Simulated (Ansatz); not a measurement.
# CHNSi (quintet): the correlation ladder, def2-TZVPP

An exercise on one series of results from a longer session: the logs are not shown, and one member is left open.

Program: Ansatz 0.2.0, Gaussian basis. Level of theory: def2-TZVPP, core rule «outside noble gas», up to 7 orbitals frozen. These are calculated values, not measurements.

The runs, in order: UHF; ROHF; CCSD(T) on UHF.

2 further runs of the same task are left out: 2 set aside as unsound or not needed.

## The system

The geometry is a PBE0/def2-TZVP stationary point (not a proven minimum) of the parent state, kept for this charge and spin.

4 atoms, charge 0, spin multiplicity 5.

Atoms are counted from 1 here; the program's logs count them from 0.

Bond lengths: C1–N2 1.210 Å, C1–H4 1.080 Å, N2–Si3 1.677 Å. Angles: N2–C1–H4 141.6°, C1–N2–Si3 175.8°.

Set-up of the first run:

in.yaml reads:

```yaml
crystal:
  periodic: [false, false, false]
  atoms:
    - {symbol: C, position_ang: [0.000003, -0.203741, 0.797438]}
    - {symbol: N, position_ang: [-0.000006, -0.103756, -0.408858]}
    - {symbol: Si, position_ang: [0.000001, -0.087034, -2.085648]}
    - {symbol: H, position_ang: [0.000003, 0.394532, 1.697068]}
basis:
  gaussian: {orbitals: def2-TZVPP}
magnetization: {spin_polarized: true, initial_magnetization: 4}
hamiltonian: {xc: hf}
output: {orbitals: {seedname: orbitals}}
```

Launch:

```bash
$ ansatz run in.yaml --threads 1 --pin off --events-out ev --progress --plain --max-ram 4096MiB --backend cpu
```

Steps of the session up to this table: UHF; ROHF; CCSD(T) on UHF.

One of the session's tables, all rows but one given; the rest of the session is left out.

| method | from UCCSD(T) (kcal/mol) |
| --- | --- |
| ROHF | +260.48 |
| UHF | +254.87 |
| UMP2 | ? |
| UCCSD | +12.16 |
| UCCSD(T) | 0 |

Estimate the missing values for UMP2.

The run gave: from UCCSD(T) (kcal/mol): +26.88. In the column «from UCCSD(T) (kcal/mol)» it lies between UCCSD (+12.16) and UHF (+254.87).
